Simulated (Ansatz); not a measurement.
This geometry of BFH2 + H2 (6 atoms, charge 0, multiplicity 1) is a first-order saddle point.

Computed with Ansatz, RKS PBE0-D4/def2-SVPD.

```xyz
6
Properties=species:S:1:pos:R:3
B 0.013 -0.243 0.011
F 0.012 0.074 1.626
H 1.060 0.107 -0.457
H -1.055 0.053 -0.448
H 0.046 -1.520 0.294
H 0.037 -0.998 1.238
```

**Question.** Which two structures does it join? (They come from a converged band through this point; their orientation in space is the band's.)

**Answer.** Bonds broken: B1–F2, H5–H6. Bonds formed: B1–H5, F2–H6. BFH2 + H2 becomes BH3 + FH.

First end point:

```xyz
6
Properties=species:S:1:pos:R:3
B -0.009 0.423 0.038
F -0.021 0.929 1.262
H 1.063 0.253 -0.486
H -1.071 0.186 -0.480
H 0.075 -2.295 0.610
H 0.074 -2.021 1.320
```

Last end point:

```xyz
6
Properties=species:S:1:pos:R:3
B 0.015 -0.362 -0.296
F 0.013 -0.067 1.712
H 1.038 0.233 -0.513
H -1.046 0.168 -0.504
H 0.053 -1.568 -0.182
H 0.038 -0.930 2.047
```

**Question.** How far does it lie above each of them?

**Answer.** 33.3 kcal/mol above the first and 9.5 kcal/mol above the second. This is the barrier of this one path; another mechanism may lie lower. The orbitals stay closed-shell, which can raise the energy where a bond breaks towards radicals; this wasn't checked here.

The run took 110 s on 1 thread of Arm Neoverse V1 (shared host), peak memory 0.11 GiB.
